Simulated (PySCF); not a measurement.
## Reproducing measurements on 2,3-butanedione

**What was measured.**

From NIST CCCBDB Release 22 (SRD 101), experimental polarizabilities, for the gas: mean polarisability 8.201 Å³.

The results are set against them at the end.

Species: 2,3-butanedione, C4H6O2.
Numbering: `[CH3:1][C:2](=[O:3])[C:4]([CH3:5])=[O:6]` (hydrogens: H7, H8, H9 on C1; H10, H11, H12 on C5)

Cartesian coordinates in Å at the PBE0-D3(BJ)/def2-SVP level; atoms count from 1:
```xyz
12
C4H6O2 angstrom
C      1.9412    0.0840    0.2748
C      0.6217    0.1577   -0.4287
O      0.4834    0.4311   -1.5962
C     -0.6224   -0.1579    0.4300
C     -1.9411   -0.0838   -0.2752
O     -0.4839   -0.4316    1.5974
H      1.9061    0.6373    1.2240
H      2.7337    0.4654   -0.3800
H      2.1511   -0.9645    0.5412
H     -2.1507    0.9647   -0.5416
H     -1.9050   -0.6370   -1.2244
H     -2.7341   -0.4654    0.3787
```

The PySCF runs (gas phase, on this PBE0-D3(BJ)/def2-SVP geometry; no spin–orbit coupling):

```
              level                                                                            job  basis functions
    B3LYP/def2-SVPD  10 singlets by full TDDFT, 4 Tamm–Dancoff triplets, polarisability, ΔSCF ions              174
CAM-B3LYP/def2-SVPD  10 singlets by full TDDFT, 4 Tamm–Dancoff triplets, polarisability, ΔSCF ions              174
  LC-wPBE/def2-SVPD  10 singlets by full TDDFT, 4 Tamm–Dancoff triplets, polarisability, ΔSCF ions              174
        PBE0/6-31G*             10 singlets by full TDDFT, 4 Tamm–Dancoff triplets, polarisability               96
      PBE0/def2-SVP             10 singlets by full TDDFT, 4 Tamm–Dancoff triplets, polarisability              114
     PBE0/def2-TZVP             10 singlets by full TDDFT, 4 Tamm–Dancoff triplets, polarisability              222
  wB97X-D/def2-SVPD  10 singlets by full TDDFT, 4 Tamm–Dancoff triplets, polarisability, ΔSCF ions              174
```

All basis functions are spherical.

## Comparison

**Mean polarisability.** Measured: 8.201 Å³ (NIST CCCBDB Release 22 (SRD 101), experimental polarizabilities).

```tsv
level	computed (Å³)	computed − measured (Å³)	% (from the printed values)
B3LYP/def2-SVPD	8.119	-0.082	-1
CAM-B3LYP/def2-SVPD	7.982	-0.219	-3
LC-wPBE/def2-SVPD	7.789	-0.412	-5
PBE0/6-31G*	6.581	-1.620	-20
PBE0/def2-SVP	6.716	-1.485	-18
PBE0/def2-TZVP	7.703	-0.498	-6
wB97X-D/def2-SVPD	7.983	-0.218	-3
```

Closest is B3LYP/def2-SVPD (-0.082 Å³), furthest PBE0/6-31G* (-1.620 Å³); one molecule doesn't rank methods. All 7 levels lie below the measurement. The computed values are static and purely electronic, with core orbitals frozen in the response (1 au = 0.148185 Å³). The table of measured values doesn't say here whether a value is static or optical, or holds a vibrational part. The measurement averages over conformers, the calculation has one.

The geometry is computed, not the measured one. Where a level misses, the cause wasn't examined.
